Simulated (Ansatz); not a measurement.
# C3H3F (SMILES FC1=CC1): single points off equilibrium

The task here is to estimate one member of a computed series from the others.

Computed with Ansatz 0.2.0, Gaussian basis. Level: single points in def2-TZVPP.

Correlated methods freeze the cores. B3LYP uses VWN-RPA correlation.

### Starting geometry

7 atoms, charge 0, spin multiplicity 1.

Atoms are counted from 1 here; the program's logs count them from 0.

Bond lengths: F1–C2 1.284 Å, C2–C3 1.328 Å, C2–C4 1.646 Å, C3–H5 0.905 Å, C4–H6 1.215 Å, C4–H7 0.926 Å. Angles: F1–C2–C3 152.3°, F1–C2–C4 134.7°, C3–C2–C4 70.7°, C2–C3–H5 146.5°, C2–C4–H6 118.0°, C2–C4–H7 116.1°, H6–C4–H7 117.6°.

As a file:

```
F    -1.4488   -1.1760    0.8618
C    -0.4736   -0.6270    0.2327
C     0.7930   -0.5806   -0.1633
C    -0.0917    0.9162   -0.1929
H     1.5733   -1.0309   -0.2520
H     0.1254    1.7151    0.6960
H    -0.4856    1.2336   -0.9688
```

Set-up of the first run:

Contents of run/in.yaml:

```yaml
crystal:
  periodic: [false, false, false]
  atoms:
    - {symbol: F, position_ang: [-1.448800, -1.176000, 0.861800]}
    - {symbol: C, position_ang: [-0.473600, -0.627000, 0.232700]}
    - {symbol: C, position_ang: [0.793000, -0.580600, -0.163300]}
    - {symbol: C, position_ang: [-0.091700, 0.916200, -0.192900]}
    - {symbol: H, position_ang: [1.573300, -1.030900, -0.252000]}
    - {symbol: H, position_ang: [0.125400, 1.715100, 0.696000]}
    - {symbol: H, position_ang: [-0.485600, 1.233600, -0.968800]}
basis:
  gaussian: {orbitals: def2-TZVPP}
correlation: {method: ccsd_t}
output: {forces: true}
```

The command line of these runs was not kept.

Among the steps run: CCSD(T)/def2-TZVPP; PBE0-D4/def2-TZVPP; wB97M-V/def2-TZVPP; r2SCAN-D4/def2-TZVPP; PBE-D4/def2-TZVPP; B3LYP-D4/def2-TZVPP; revPBE-D4/def2-TZVPP.

One table of the session follows, with a row left open; its other results are not shown here.

| method | RMS force component (eV/Å) | angle to CCSD(T) forces (°) | dipole (D) |
| --- | --- | --- | --- |
| CCSD(T) | 5.269 | reference | 0.67 |
| PBE0-D4 | ? | ? | ? |
| wB97M-V | 5.415 | 3.0 | 0.59 |
| r2SCAN-D4 | 5.367 | 1.9 | 0.51 |
| PBE-D4 | 5.335 | 1.2 | 0.48 |
| B3LYP-D4 | 5.334 | 2.5 | 0.60 |
| revPBE-D4 | 5.313 | 1.6 | 0.46 |

Estimate the missing values for PBE0-D4.

**Answer.** RMS force component (eV/Å): 5.474; angle to CCSD(T) forces (°): 2.7; dipole (D): 0.58. In the column «RMS force component (eV/Å)» it is the highest.
